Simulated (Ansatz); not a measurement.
[NH$_{2}$···H···Si], triplet: the ladder up to UCCSDT(Q)

Geometry: a point of a hydrogen-transfer path between rigid fragments, not a stationary point.

```xyz
5

N    -1.7639   -0.0126   -0.0197
H    -2.0612    0.9552   -0.0197
H    -2.0612   -0.4149    0.8606
H    -0.8219   -0.0126   -0.0197
Si    1.0571   -0.0126   -0.0197
```

Basis cc-pVDZ; Ansatz 0.2.0. Only valence electrons are correlated (noble-gas cores frozen), which leaves 12 electrons in 41 orbitals. R marks a restricted (for open shells ROHF) determinant, U an unrestricted one. Active spaces: pair = (4e, 4o) about the gap.

Full CI isn't at hand for all of this; UCCSDT(Q) serves as the reference, and is uncertain by about the last step of the cluster series. The frozen core follows each run's orbitals, which can shift R against U totals by a few meV.

For open shells CISD is restricted-active-space CI with the open shells as a complete middle space.

- UHF ⟨S²⟩: 2.017
- T1 diagnostic (RCCSD): 0.0169
- largest doubles amplitude (RCCSD): 0.071
- T1 diagnostic (UCCSD): 0.0128

| level | E − E(UCCSDT(Q)) (kJ/mol) | share of correlation (%) | wall time |
| --- | --- | --- | --- |
| RHF | 739.9 | 0.00 | – |
| UHF | 729.2 | 1.45 | – |
| RMP2 | 106.5 | 85.60 | – |
| UMP2 | 106.2 | 85.64 | – |
| CISD | 77.4 | 89.54 | 4.4 s |
| RCCSD | 18.8 | 97.46 | – |
| UCCSD | 18.5 | 97.50 | – |
| RCCSD(T) | 3.1 | 99.58 | 11 s |
| UCCSD(T) | 3.0 | 99.59 | 11 s |
| BCCD(T) | 3.0 | 99.59 | 7.5 s |
| RCCSDT | 1.2 | 99.84 | – |
| UCCSDT | 1.2 | 99.84 | – |
| RCCSDT(Q) | 0.0 | 100.00 | 56 s |

The correlation energy at UCCSDT(Q), counted from RHF, is -7.668 eV. That run took 54 s on 1 thread of Arm Neoverse V1, shared host.

Run but not shown, since their state or frozen core can't be matched to the reference's or they repeat it: CASSCF (pair space), NEVPT2 (pair space), MRCISD (pair space), MRCISD+Q (pair space).

Times hold each run's SCF and search for its determinant on a shared host, so for small cases they say little of a method's own cost; they ran on 1 thread of Arm Neoverse V1.
